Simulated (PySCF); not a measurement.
HS, SMILES [SH] (connectivity only; charge and spin as stated), charge -1, multiplicity 1. Atoms are numbered in the order given.

```xyz
2

S      0.0000     0.0000    -0.0793
H      0.0000     0.0000     1.2684
```
Charge -1, spin multiplicity 1.

The structure is a stationary point at B3LYP-D3(BJ)/def2-TZVPD. The multiplicity is an assumed one; other spin states were not compared.

The numbers are results of KT2/pcSseg-2 in PySCF, not measurements.

GIAO shieldings, no solvent; atoms alike by connectivity are averaged. δ = σ(ref) − σ: ³³S against H2S (σ = 720.7 ppm); ¹H against TMS (σ = 31.47 ppm), references at their B3LYP-D3(BJ)/def2-TZVP geometries, non-relativistic.

```csv
nucleus,atoms,count,δ (ppm)
³³S,S1,1,-165.1
¹H,H2,1,-4.36
```
